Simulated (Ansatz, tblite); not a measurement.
Cost and result up the ladder for P₂S₂⁻ (the lowest doublet isomer of a short search) (4 atoms). The state is a doublet with charge -1. Geometry: PBE0-D4/def2-TZVPD.

Cartesian coordinates in Å:
```
P -0.7473 1.4195 0.1217
P -0.0936 -0.6253 0.6649
S 1.2868 1.0468 0.0927
S -0.4459 -1.8410 -0.8793
```

Ansatz on 4 threads of AMD EPYC 7R43 on a shared host; xTB runs through tblite on one thread. Times are rough, summed over both states, and most runs start from the orbitals of an earlier one. CCSD(T)/def2-TZVPD serves as the yardstick here, not as an exact answer. Differences are given only for rows in sets of like size (and for xTB, whose basis is part of the method), since another set adds its own error. The other state is a quartet at its own geometry, which has other bonds, so the gap mixes isomer and spin.

The xTB rows come from tblite. B3LYP takes the VWN-RPA correlation. HSE06 is defined as in plane-wave codes, on full-range PBE exchange. Correlated methods freeze 20 core orbitals. The structure comes from a short search, and lower isomers may exist.

Correlated methods converge slowly with the basis.

xTB has no spin-polarisation term.

```json
{"level": "GFN1-xTB", "functions": "36", "wall time": "0.011 s", "quartet − doublet (eV)": "1.52", "difference from CCSD(T)/def2-TZVPD (eV)": "0.45", "remarks": "–"}
{"level": "GFN2-xTB", "functions": "36", "wall time": "0.012 s", "quartet − doublet (eV)": "1.06", "difference from CCSD(T)/def2-TZVPD (eV)": "-0.01", "remarks": "–"}
{"level": "HF/STO-3G", "functions": "36", "wall time": "0.45 s", "quartet − doublet (eV)": "0.78", "difference from CCSD(T)/def2-TZVPD (eV)": "–", "remarks": "HOMO above zero (doublet), HOMO above zero (quartet)"}
{"level": "PBE-D4/def2-TZVPD", "functions": "178", "wall time": "4 s", "quartet − doublet (eV)": "0.96", "difference from CCSD(T)/def2-TZVPD (eV)": "-0.11", "remarks": "HOMO above zero (quartet)"}
{"level": "RPA@PBE/def2-TZVPD", "functions": "178", "wall time": "6.2 s", "quartet − doublet (eV)": "0.94", "difference from CCSD(T)/def2-TZVPD (eV)": "-0.14", "remarks": "–"}
{"level": "HSE06-D4/def2-TZVPD", "functions": "178", "wall time": "6.6 s", "quartet − doublet (eV)": "1.02", "difference from CCSD(T)/def2-TZVPD (eV)": "-0.05", "remarks": "–"}
{"level": "PBE0-D4/def2-TZVPD", "functions": "178", "wall time": "6.7 s", "quartet − doublet (eV)": "1.03", "difference from CCSD(T)/def2-TZVPD (eV)": "-0.04", "remarks": "–"}
{"level": "B3LYP-D4/def2-TZVPD", "functions": "178", "wall time": "6.9 s", "quartet − doublet (eV)": "0.86", "difference from CCSD(T)/def2-TZVPD (eV)": "-0.21", "remarks": "–"}
{"level": "r2SCAN-D4/def2-TZVPD (with forces)", "functions": "178", "wall time": "8.8 s", "quartet − doublet (eV)": "0.87", "difference from CCSD(T)/def2-TZVPD (eV)": "-0.20", "remarks": "–"}
{"level": "PBE-QIDH/def2-TZVPD", "functions": "178", "wall time": "9 s", "quartet − doublet (eV)": "1.16", "difference from CCSD(T)/def2-TZVPD (eV)": "0.09", "remarks": "–"}
{"level": "r2SCAN0-D4/def2-TZVPD", "functions": "178", "wall time": "11 s", "quartet − doublet (eV)": "0.94", "difference from CCSD(T)/def2-TZVPD (eV)": "-0.14", "remarks": "–"}
{"level": "r2SCANh-D4/def2-TZVPD", "functions": "178", "wall time": "12 s", "quartet − doublet (eV)": "0.90", "difference from CCSD(T)/def2-TZVPD (eV)": "-0.18", "remarks": "–"}
{"level": "CCSD(T)/def2-TZVPD", "functions": "178", "wall time": "1.8 min", "quartet − doublet (eV)": "1.07", "difference from CCSD(T)/def2-TZVPD (eV)": "0.00", "remarks": "–"}
```
